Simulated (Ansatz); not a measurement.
**Zinc-blende MgS (metastable phase): bulk modulus B0 by level of theory**

No measured value is used here.

```tsv
level (code)	value (GPa)	cell (Å³/atom)
LDA (Ansatz)	61.5	21.88
BLYP (Ansatz)	…	23.71
PBEsol (Ansatz)	…	22.57
PBEsol-D3(BJ) (Ansatz)	61.3	21.93
rVV10 (Ansatz)	…	22.96
r²SCAN (Ansatz)	59.9	22.69
r²SCAN+rVV10 (Ansatz)	61.1	22.51
HSE06 (Ansatz)	59.5	22.70
PBE0 (Ansatz)	59.6	22.68
r²SCAN0 (Ansatz)	62.0	22.49
r²SCANh (Ansatz)	60.7	22.61
Hartree–Fock (Ansatz)	59.2	23.58
```

### Question
What belongs in the gaps?

### Answer

- BLYP (Ansatz, an electronic-structure program), value (GPa): 52.0
- PBEsol (Ansatz), value (GPa): 57.7
- rVV10 (Ansatz), value (GPa): 56.7

Each level is taken at its own relaxed cell. Cutoffs and k meshes differ between the levels. Ansatz's density-functional and Hartree–Fock values are scalar-relativistic unless marked +SOC, with PAW data made under PBE.
